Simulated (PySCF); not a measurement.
Species: CH4NSi (doublet state).
Atom-mapped SMILES: `[CH2:1]=[N:2][SiH2:3]` (hydrogens: H4, H5 on C1; H6, H7 on Si3)

Cartesian coordinates in Å at the GFN2-xTB level; atoms count from 1:
```
atom  x, y, z in Å
C1    -1.386   -0.343    0.070
N2    -0.206   -0.015   -0.360
Si3    1.312    0.323    0.167
H4    -2.167   -0.480   -0.663
H5    -1.645   -0.482    1.112
H6     2.182    0.630   -0.947
H7     1.913    0.373    1.494
```

Method: PySCF, UKS B3LYP, pcH-1 on C H N Si, non-relativistic, mean-field spin-orbit, GIAO. One conformer (not necessarily the lowest) at the GFN2-xTB geometry, without solvent, vibrations or thermal averaging. Couplings are sensitive to structure, and on GFN2-xTB geometries they can be far from those on DFT ones, by a factor of two or more for some ions and for spin on atoms past the first row.

(1) Give the principal g shifts and their parts.

(2) What are the electron Larmor frequencies g μB B/h along the three axes at 340 mT?

(3) What effective moment and Curie constant follow for a powder?

(4) In a frozen sample, at which fields do the three g values resonate at 9.5, 34, 94 and 263 GHz (hyperfine left aside), and which band first spreads them over more than twice a line width of 1.0 mT?

## Answers

(1) 
| Δg (ppm) | 1 | 2 | 3 |
| --- | --- | --- | --- |
| relativistic mass correction | -119 | -119 | -119 |
| gauge correction | 28 | 0 | 34 |
| orbital Zeeman/spin–orbit | -200 | -36 | 2396 |
| total | -291 | -155 | 2311 |

So g = 2.00203, 2.00216, 2.00463 and g_iso = 2.00294; the tensor is close to axial: the two nearest values differ by 5 % of g3 − g1. Axes: g1 points within 5° of the C1–H5 bond, g2 is normal to the molecular plane and g3 points within 9° of the N2–Si3 bond.

(2) 9.5271, 9.5277, 9.5395 GHz for g1, g2 and g3, a range of 12.4 MHz.

(3) With the mean of g² = 4.0118 and S(S+1) = 0.75: μ_eff = √(⟨g²⟩S(S+1)) = 1.735 μB and χT = 0.12505·⟨g²⟩·S(S+1) = 0.376 cm³ K/mol (cgs; spin-Hamiltonian part alone).

(4) 
| band | GHz | B(g3) mT | B(g2) mT | B(g1) mT | spread mT |
| --- | --- | --- | --- | --- | --- |
| X | 9.5 | 338.59 | 339.01 | 339.03 | 0.44 |
| Q | 34.0 | 1211.81 | 1213.30 | 1213.38 | 1.57 |
| W | 94.0 | 3350.29 | 3354.41 | 3354.64 | 4.35 |
| J | 263.0 | 9373.68 | 9385.22 | 9385.86 | 12.18 |

The spread grows in proportion to the frequency. W band is the first where it exceeds 2.0 mT.

Largest spin populations (Mulliken): Si3 (+0.82), C1 (+0.47) and N2 (-0.17). The positive populations add up to 1.29 and the negative ones to -0.29, together 2S = 1. The angles at Si3 add up to 360.0°, so it is planar; its axial dipolar tensor and the negative couplings of its protons fit spin in a p orbital normal to that plane.

The HOMO–LUMO gaps are 4.27 eV among the α and 4.38 eV among the β orbitals.
